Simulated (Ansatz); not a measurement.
A made-up structure of CH3Si2 (charge +1), closed shell:

C1  (1.048, -2.775, 1.355)
Si2  (0.486, -1.273, 0.469)
Si3  (-0.310, 0.819, -0.408)
H4  (1.359, -3.504, 2.059)
H5  (0.827, 1.326, -1.200)
H6  (-0.511, 1.455, 0.918)
(Å)

It is relaxed with PBE-D4/def2-SVP and then PBE0-D4/def2-TZVP (Ansatz 0.2.0). Atoms count as bonded within 1.22 times the sum of their covalent radii (H–H: 0.88 Å). The end point is not checked to be a true minimum.

Question: Does its bonding change? (A judgement: the text doesn't fix the answer.)

Answer: The calculation gives: Yes. Formed: C1–Si3; broken: Si2–Si3.

Where it ends: The first stage lowers the energy by 4.08 eV in 22 steps. It ends as CH₃Si₂ ([Si][CH][SiH2]), total charge +1:
```tsv
atom	x (Å)	y (Å)	z (Å)
C1	0.7426	-1.5038	0.7255
Si2	1.6181	-2.2639	-0.5806
Si3	0.1644	0.1288	0.5295
H4	0.5305	-1.9978	1.6770
H5	0.4239	0.8404	-0.7353
H6	-0.5810	0.8449	1.5779
```

Labels in which every atom is bracketed show which atoms are joined, not bond orders.

For scale, one of the runs: PBE0-D4/def2-TZVP relaxation, 123 basis functions, launched by `ansatz run in.yaml --threads 2 --pin off --events-out ev --progress --plain --max-ram 4352MiB`. Hardware: 2 CPU threads of an Arm Neoverse V2, shared host. Wall time about 15 s.
